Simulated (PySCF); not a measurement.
Process, species as SMILES: CC#C → C1=CC1
B3LYP-D3(BJ)/def2-TZVP geometries, fixed; electronic energies without zero-point terms.
Largest species:
```xyz
7

C     -0.0011    -0.0004     0.2181
C     -0.0068    -0.0029     1.4176
C      0.0060     0.0025    -1.2360
H     -0.0119    -0.0051     2.4795
H      0.0152     1.0232    -1.6237
H      0.8874    -0.5130    -1.6226
H     -0.8790    -0.5002    -1.6311
```

Effect of the SCF energy threshold at HF/def2-SVP with PySCF, against the last row, where the isomerisation energy is 25.38 kcal/mol.

```tsv
setting	SCF cycles, largest species	largest shift of a total energy (mEh)	shift of the isomerisation energy (kcal/mol)
conv_tol: 1e-4	5	0.000	0.000
conv_tol: 1e-5	6	0.000	0.000
conv_tol: 1e-6	7	0.000	0.000
conv_tol: 1e-7	7	0.000	0.000
conv_tol: 1e-11	10	0.000	0.000
```

Within 0.02 kcal/mol in the isomerisation energy: conv_tol: 1e-4; conv_tol: 1e-5; conv_tol: 1e-6; conv_tol: 1e-7. The largest shift is 0.000 mEh in a total energy and 0.000 kcal/mol in the difference.
